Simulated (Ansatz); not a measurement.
Rock-salt RbBr was calculated with r²SCANh (Ansatz, an electronic-structure program, PAW).

Numerical settings: plane-wave cutoff 520 eV, 6×6×6 k mesh, Fermi–Dirac smearing 0.01 eV, scalar-relativistic PAW data made under PBE.

On both sides of the equilibrium volume: at 40.283 Å³/atom the pressure is 0.42 GPa and the direct gap at Γ 5.593 eV; at 42.476 Å³/atom they are -0.33 GPa and 5.453 eV. The fitted bulk modulus is 14.1 GPa.

Question: Work out the volume deformation potential of this gap and its pressure coefficient, in two ways.

Answer: a_V = dE_g/d ln V = (5.453 − 5.593)/ln(42.476/40.283) = -2.64 eV. Since dP = −B d ln V, dE_g/dP = −a_V/B = 187 meV/GPa. Straight from the pressures: (5.593 − 5.453)/(0.42 − (-0.33)) = 187 meV/GPa. At this level and over this range the gap at Γ widens under pressure.

Spin–orbit coupling is not included.
